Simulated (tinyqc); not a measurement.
G0W0 on RHF in the sto-3g basis, for H2O, spin multiplicity 1, step by step. One step of it, computed by the program tinyqc.

Problem. Screening: direct RPA. With D = e_a - e_i and K = (ia|jb): diagonalise D^(1/2) (D + 4K) D^(1/2) = Z w^2 Z^T; X + Y = D^(1/2) Z w^(-1/2), each column of Z with its largest component positive (the first on a tie); E_c = (sum w - tr (D + 2K)) / 2.

orbital energies (hartree): [-20.254377, -1.270400, -0.593260, -0.472318, -0.396240, 0.602971, 0.699471]

Two-electron integrals over orbitals (pq|rs), unique and non-zero (hartree):
```
(11|11) 4.744938    (21|11) -0.416339   (21|21) 0.058119    (22|11) 1.004362
(22|21) -0.012838   (22|22) 0.729913    (31|31) 0.011368    (32|31) 0.018007
(32|32) 0.142112    (33|11) 0.804323    (33|21) -0.004485   (33|22) 0.646850
(33|33) 0.632865    (41|11) 0.192063    (41|21) -0.023677   (41|22) 0.016378
(41|33) 0.006711    (41|41) 0.027622    (42|11) -0.138426   (42|21) 0.009509
(42|22) 0.001837    (42|33) 0.005525    (42|41) 0.017352    (42|42) 0.123581
(43|31) -0.003908   (43|32) 0.018779    (43|43) 0.049486    (44|11) 0.980464
(44|21) -0.013352   (44|22) 0.667505    (44|33) 0.595654    (44|41) -0.010464
(44|42) -0.102138   (44|44) 0.761890    (51|51) 0.026029    (52|51) 0.032414
(52|52) 0.144238    (53|53) 0.028959    (54|51) -0.014043   (54|52) -0.049201
(54|54) 0.056157    (55|11) 1.115341    (55|21) -0.011688   (55|22) 0.747117
(55|33) 0.630130    (55|41) 0.005381    (55|42) -0.074189   (55|44) 0.718900
(55|55) 0.880159    (61|11) -0.226407   (61|21) 0.034402    (61|22) 0.000431
(61|33) 0.000700    (61|41) -0.000156   (61|42) 0.020957    (61|44) -0.019544
(61|55) -0.005906   (61|61) 0.031087    (62|11) 0.303183    (62|21) -0.006107
(62|22) 0.143893    (62|33) 0.079568    (62|41) 0.018947    (62|42) 0.020268
(62|44) 0.079315    (62|55) 0.156349    (62|61) 0.008682    (62|62) 0.102840
(63|31) 0.003558    (63|32) -0.032812   (63|43) -0.028035   (63|63) 0.065153
(64|11) 0.233025    (64|21) -0.002786   (64|22) 0.097995    (64|33) 0.046161
(64|41) 0.000637    (64|42) -0.044090   (64|44) 0.127771    (64|55) 0.124562
(64|61) -0.001943   (64|62) 0.058651    (64|64) 0.078130    (65|51) 0.014939
(65|52) 0.056593    (65|54) -0.000655   (65|65) 0.037932    (66|11) 0.819742
(66|21) -0.007122   (66|22) 0.622037    (66|33) 0.574378    (66|41) 0.020840
(66|42) 0.054492    (66|44) 0.555571    (66|55) 0.596297    (66|61) 0.009373
(66|62) 0.102030    (66|64) 0.046410    (66|66) 0.604913    (71|31) 0.015095
(71|32) 0.022394    (71|43) -0.005341   (71|63) 0.004167    (71|71) 0.020094
(72|31) 0.013856    (72|32) 0.039720    (72|43) -0.036662   (72|63) 0.035520
(72|71) 0.017481    (72|72) 0.061767    (73|11) 0.359647    (73|21) -0.007476
(73|22) 0.135062    (73|33) 0.089639    (73|41) -0.000813   (73|42) -0.082207
(73|44) 0.151719    (73|55) 0.189076    (73|61) -0.007122   (73|62) 0.074730
(73|64) 0.086385    (73|66) 0.039234    (73|73) 0.156131    (74|31) -0.009996
(74|32) -0.079696   (74|43) -0.000499   (74|63) 0.044092    (74|71) -0.013075
(74|72) -0.015186   (74|74) 0.072501    (75|53) 0.023535    (75|75) 0.023651
(76|31) 0.008679    (76|32) 0.093403    (76|43) 0.049156    (76|63) -0.057756
(76|71) 0.010958    (76|72) -0.012459   (76|74) -0.059355   (76|76) 0.110577
(77|11) 0.849436    (77|21) -0.008775   (77|22) 0.619822    (77|33) 0.608188
(77|41) 0.004484    (77|42) -0.010503   (77|44) 0.598483    (77|55) 0.616822
(77|61) -0.004223   (77|62) 0.066308    (77|64) 0.040229    (77|66) 0.568874
(77|73) 0.083698    (77|77) 0.613084
```

Give: D^(1/2) (D + 4K) D^(1/2); excitation energies w; X + Y; RPA correlation energy.

Solution.

D^(1/2) (D + 4K) D^(1/2) (hartree^2), order 1>6, 1>7, 2>6, 2>7, 3>6, 3>7, 4>6, 4>7, 5>6, 5>7:
```
[[437.6226, 0.0000, 0.2171, 0.0000, 0.0000, -0.1479, -0.0368, 0.0000, 0.0000, 0.0000],
 [0.0000, 440.7479, 0.0000, 0.4492, 0.0835, 0.0000, 0.0000, -0.2592, 0.0000, 0.0000],
 [0.2171, 0.0000, 4.2801, 0.0000, 0.0000, 0.4652, 0.3330, 0.0000, 0.0000, 0.0000],
 [0.0000, 0.4492, 0.0000, 4.3671, 0.2181, 0.0000, 0.0000, -0.0923, 0.0000, 0.0000],
 [0.0000, 0.0835, 0.0000, 0.2181, 1.7427, 0.0000, 0.0000, 0.2088, 0.0000, 0.0000],
 [-0.1479, 0.0000, 0.4652, 0.0000, 0.0000, 2.4785, 0.4074, 0.0000, 0.0000, 0.0000],
 [-0.0368, 0.0000, 0.3330, 0.0000, 0.0000, 0.4074, 1.4923, 0.0000, 0.0000, 0.0000],
 [0.0000, -0.2592, 0.0000, -0.0923, 0.2088, 0.0000, 0.0000, 1.7129, 0.0000, 0.0000],
 [0.0000, 0.0000, 0.0000, 0.0000, 0.0000, 0.0000, 0.0000, 0.0000, 1.1500, 0.0000],
 [0.0000, 0.0000, 0.0000, 0.0000, 0.0000, 0.0000, 0.0000, 0.0000, 0.0000, 1.3042]]
```

excitation energies w (hartree): [1.0724, 1.1420, 1.1562, 1.2255, 1.3905, 1.5686, 2.0944, 2.1104, 20.9194, 20.9940]

X + Y, order 1>6, 1>7, 2>6, 2>7, 3>6, 3>7, 4>6, 4>7, 5>6, 5>7:
```
[[0.0000, 0.0000, 0.0000, 0.0000, 0.0000, 0.0017, 0.0000, -0.0012, 0.9985, 0.0000],
 [0.0000, 0.0000, 0.0000, 0.0020, 0.0012, 0.0000, -0.0033, 0.0000, 0.0000, 0.9990],
 [0.0000, 0.0000, -0.0731, 0.0000, 0.0000, -0.3128, 0.0000, 0.9011, 0.0001, 0.0000],
 [0.0000, 0.0000, 0.0000, 0.0960, -0.0453, 0.0000, 0.9663, 0.0000, 0.0000, 0.0003],
 [0.0000, 0.0000, 0.0000, -0.6833, 0.6658, 0.0000, 0.0604, 0.0000, 0.0000, 0.0000],
 [0.0000, 0.0000, -0.3327, 0.0000, 0.0000, 0.8301, 0.0000, 0.1993, -0.0001, 0.0000],
 [0.0000, 0.0000, 0.9137, 0.0000, 0.0000, 0.2371, 0.0000, 0.1018, 0.0000, 0.0000],
 [0.0000, 0.0000, 0.0000, 0.7023, 0.6382, 0.0000, -0.0210, 0.0000, 0.0000, -0.0001],
 [0.9653, 0.0000, 0.0000, 0.0000, 0.0000, 0.0000, 0.0000, 0.0000, 0.0000, 0.0000],
 [0.0000, 0.9795, 0.0000, 0.0000, 0.0000, 0.0000, 0.0000, 0.0000, 0.0000, 0.0000]]
```

RPA correlation energy = -0.055258 hartree
